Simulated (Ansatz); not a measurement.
# Nickel, fcc under PBE: convergence with the Fermi-Dirac smearing

Aim: find which Fermi-Dirac smearing width is enough for energy and pressure. The geometry was relaxed under PBE beforehand and stays fixed; 6 values are run, from 0.01 to 1.0 eV. Wanted are the values from which on the energy stays within 10 and 1 meV/atom, and the pressure within 0.5 GPa, of the narrowest run. Within the series other settings stay, but some runs also write fields, which adds to their time. Spin polarisation is left out.

Computed with Ansatz 0.2.0 (DFT PBE, plane waves with PAW, scalar-relativistic, unless a step says otherwise).

**1. Starting point**

Symmetry: Fm-3m, No. 225, cubic system. Conventional cell: a = 3.514 Å, b = 3.514 Å, c = 3.514 Å, α = 90.00°, β = 90.00°, γ = 90.00°. Ni (site symmetry m-3m) has 12 Ni at 2.49 Å as nearest neighbours.

Coordinates:

```xyz
1
Lattice="0.0000 1.7572 1.7572 1.7572 0.0000 1.7572 1.7572 1.7572 0.0000" Properties=species:S:1:pos:R:3 pbc="T T T"
Ni    0.0000    0.0000    0.0000
```

**2. With a width of 0.01 eV**

The run at 0.01 eV.

input.yaml

```yaml
crystal:
  lattice:
    - [0.0, 1.757246668, 1.757246668]
    - [1.757246668, 0.0, 1.757246668]
    - [1.757246668, 1.757246668, 0.0]
  atoms:
    - { symbol: Ni, position: [0.0, 0.0, 0.0] }
hamiltonian:
  xc: pbe
  pseudopotentials:
    kind: paw
    azcp:
      Ni: "pseudopotentials/Ni.paw.azcp"
basis:
  ecutwfc: 420
  fft_grid_basis: typed
kpoints:
  mp_grid: { grid: [15, 15, 15], shift: [0, 0, 0] }
magnetization:
  spin_polarized: false
scf:
  occupations: { method: fermi_dirac, width: 0.01 }
  lower_state_search: "off"
output:
  stress: true
```

Command:

```
$ ansatz run input.yaml --threads 1 --pin off --max-ram 3584MiB --backend cpu --events-out ev --progress --plain --runs-dir out
```

**3. With a width of 0.03 eV**

The run at 0.03 eV.

input.yaml: that of step 2 with these lines changed.

```diff
@@ -21,3 +21,3 @@
 scf:
-  occupations: { method: fermi_dirac, width: 0.01 }
+  occupations: { method: fermi_dirac, width: 0.03 }
   lower_state_search: "off"
```

**4. With a width of 0.2 eV**

The run at 0.2 eV.

input.yaml: that of step 3 with these lines changed.

```diff
@@ -21,3 +21,3 @@
 scf:
-  occupations: { method: fermi_dirac, width: 0.03 }
+  occupations: { method: fermi_dirac, width: 0.2 }
   lower_state_search: "off"
@@ -25 +25,5 @@
   stress: true
+  write_density: true
+  write_potential: true
+  elf: true
+  volumetric_format: npy
```

**5. With a width of 0.3 eV**

The run at 0.3 eV.

input.yaml: that of step 4 with these lines changed.

```diff
@@ -21,3 +21,3 @@
 scf:
-  occupations: { method: fermi_dirac, width: 0.2 }
+  occupations: { method: fermi_dirac, width: 0.3 }
   lower_state_search: "off"
```

**6. With a width of 0.6 eV**

The run at 0.6 eV.

input.yaml: that of step 5 with these lines changed.

```diff
@@ -21,3 +21,3 @@
 scf:
-  occupations: { method: fermi_dirac, width: 0.3 }
+  occupations: { method: fermi_dirac, width: 0.6 }
   lower_state_search: "off"
@@ -25,5 +25 @@
   stress: true
-  write_density: true
-  write_potential: true
-  elf: true
-  volumetric_format: npy
```

**7. With a width of 1.0 eV**

The run at 1.0 eV.

input.yaml: that of step 6 with these lines changed.

```diff
@@ -21,3 +21,3 @@
 scf:
-  occupations: { method: fermi_dirac, width: 0.6 }
+  occupations: { method: fermi_dirac, width: 1.0 }
   lower_state_search: "off"
```

(Steps that only read results are left out.)

What does the calculation give?

The runs gave:

```
                                           quantity                       value
       E(σ → 0) stays within 10 meV/atom of 0.01 eV               up to 0.03 eV
                   E(σ → 0) stays within 1 meV/atom               up to 0.03 eV
                      pressure stays within 0.5 GPa               up to 0.03 eV
                                pressure at 0.01 eV                   -0.77 GPa
energy of a separate run on a finer mesh (25×25×25)  -5.8 meV/atom from 0.01 eV
```

**Reading.** The far end, 1.0 eV, lies -408.3 meV/atom and +22.5 GPa from the yardstick. Over the range F shifts by -2038.7 meV/atom, while E(σ → 0) shifts by -408.3. In theory F falls as the square of the width under this scheme, but here the ratio is not steady: the mesh at narrow widths, or a density of states that varies over the wide ones, can both cause that. The mesh (15×15×15) is fixed, so the narrowest widths carry a k-point error of their own. The yardstick itself is unsettled by 5.8 meV/atom against the finer mesh, so the thresholds above hold only within this series, and wider smearing, which averages over more states, can land nearer the fine-mesh value than the narrowest does.

Real Ni is ferromagnetic; without spin these runs don't describe its ground state.
